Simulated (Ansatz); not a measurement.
Diamond, treated with revPBE (plane waves, PAW; Ansatz, a first-principles code).

Settings: plane-wave cutoff 520 eV, 16×16×16 k mesh, Fermi–Dirac smearing 0.01 eV, scalar-relativistic PAW data made under PBE.

Pressure at four volumes; x = ln(V/5.756 Å³). One pressure is withheld.

```
V (Å³/atom)        x  P (GPa)
-----------  -------  -------
5.411        -0.0618        ?
5.526        -0.0408    18.66
5.756         0.0000     0.06
6.101         0.0582   -22.03
```

Task: Pass a parabola P(x) through the three rows shown, estimate the bulk modulus and its pressure derivative near zero pressure, and predict the withheld pressure.

Result: Slopes between the rows: (0.06 − (18.66))/(0.0000 − (-0.0408)) = -455.88 and (-22.03 − (0.06))/(0.0582 − (0.0000)) = -379.55 GPa. Their difference over the span 0.0990 is c = 76.33/0.0990 = 771.0 GPa, so P(x) = 18.66 + (-455.88)(x − (-0.0408)) + 771.0 (x − (-0.0408))(x − (0.0000)). At the middle row B = −dP/dx = −[-455.88 + 771.0 × 0.0408] = 424.4 GPa, and B′ = dB/dP = 2c/B = 3.6. At x = -0.0618 the parabola gives 29.23 GPa; the run gives 29.37 GPa. The Birch–Murnaghan fit to the energies at all volumes has B0 = 422 GPa and B′ = 3.7.

Measured, for comparison: bulk modulus 455 GPa (0 K value with the zero-point phonon effect removed; as tabulated in Mejia-Rodriguez and Trickey (2018), arXiv:1807.09216). Computed (rounded) less measured: bulk modulus -7 %.
